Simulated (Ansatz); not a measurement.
Compare A (`COC=N`) with its isomer B (`C/C=N/O`).

Isolated molecules relaxed with PBE0-D4/def2-TZVP in Ansatz; ΔE leaves out vibrations. CBS: MP2 limit from def2 TZ/QZ plus the TZ coupled-cluster correction, frozen cores. Functionals use def2-TZVPP. One conformer a species, not always the lowest.

Q: Which isomer does CCSD(T)/CBS put lower? Give the gap. (Estimate.)

A: Ansatz gave: A, by 105.0 kJ/mol.

Q: Give E(B) − E(A) in kJ/mol with CCSD(T)/def2-TZVPP, B2PLYP, r2SCAN-D4, BLYP-D4, ωB97M-V, LDA (SPW92), MP2/def2-TZVPP. (An estimate is asked.)

A: Computed: CCSD(T)/def2-TZVPP 106.1, B2PLYP 108.4, r2SCAN-D4 105.0, BLYP-D4 98.7, ωB97M-V 106.6, LDA (SPW92) 101.6, MP2/def2-TZVPP 112.6. None reverses the order clearly.

Q: Does the order hold for the free energy at 298.15 K (harmonic terms from PBE0-D4)? (Estimate.)

A: Computed: Yes: G(B) − G(A) = +100.5 kJ/mol, for one conformer each.

Largest T1 diagnostic: 0.014.

Leaving LDA and LC-ωPBE aside and taking each functional with its dispersion term where it has one, the values, not all of them listed here, spread over 21.2 kJ/mol, from revPBE-D4 to BHLYP-D4. LDA lies +7.5 kJ/mol from PBE without D4. From BLYP to BHLYP (50 % exact exchange), in def2-TZVPP and without D4, E(B) − E(A) moves by +18.1 kJ/mol.
